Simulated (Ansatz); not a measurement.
**How far each method lies from UCCSDT(Q) for Al–Al–OH⁺, triplet**

Geometry: that of the Al–Al–OH, quartet, kept fixed.

```tsv
atom	x (Å)	y (Å)	z (Å)
Al	0.0000	0.0000	-2.8185
Al	0.0000	0.0000	-0.4741
O	0.0000	0.0000	1.1734
H	0.0000	0.0000	2.1192
```

Basis cc-pVDZ; Ansatz 0.2.0. Only valence electrons are correlated (noble-gas cores frozen), which leaves 12 electrons in 44 orbitals. R marks a restricted (for open shells ROHF) determinant, U an unrestricted one. Active spaces: frontier = (10e, 10o) about the gap.

Full CI isn't at hand for all of this; UCCSDT(Q) serves as the reference, and is uncertain by about the last step of the cluster series. The frozen core follows each run's orbitals, which can shift R against U totals by a few meV.

For open shells CISD is restricted-active-space CI with the open shells as a complete middle space.

```
UHF ⟨S²⟩                          : 2.011
T1 diagnostic (RCCSD)             : 0.0287
largest doubles amplitude (RCCSD) : 0.079
T1 diagnostic (UCCSD)             : 0.0235
```

| level | E − E(RHF) (eV) |
| --- | --- |
| UHF | -0.0617 |
| RMP2 | -6.8715 |
| UMP2 | -6.8797 |
| RCCSD | -7.4200 |
| UCCSD | -7.4223 |
| RCCSD(T) | -7.6109 |
| UCCSD(T) | -7.6115 |

Estimate how far UCCSDT(Q) in cc-pVDZ lies from RCCSD(T). The table doesn't fix it; the size of (T) and the diagnostics are the guide.

UCCSDT(Q) in cc-pVDZ lies 1.20 kcal/mol below RCCSD(T), which is 27 % of the (T) step (-4.40 kcal/mol). The diagnostics give no warning, yet the rest is a sizeable part of (T). The miss exceeds 1 kcal/mol.

The other levels:

```csv
level,E − E(UCCSDT(Q)) (kcal/mol),share of correlation (%),wall time
CISD,19.87,88.75,6 s
BCCD(T),1.13,99.36,7.5 s
RCCSDT,0.55,99.69,–
UCCSDT,0.54,99.69,–
RCCSDT(Q),0.09,99.95,71 s
CASSCF (frontier space),94.46,46.54,–
NEVPT2 (frontier space),26.18,85.18,33 s
MRCISD (frontier space),8.12,95.40,–
MRCISD+Q (frontier space),1.55,99.12,36 s
```

The correlation energy at UCCSDT(Q), counted from RHF, is -7.663 eV. That run took 55 s on 1 thread of Arm Neoverse V2, shared host.

Times hold each run's SCF and search for its determinant on a shared host, so for small cases they say little of a method's own cost; they ran on 1 thread of Arm Neoverse V2.
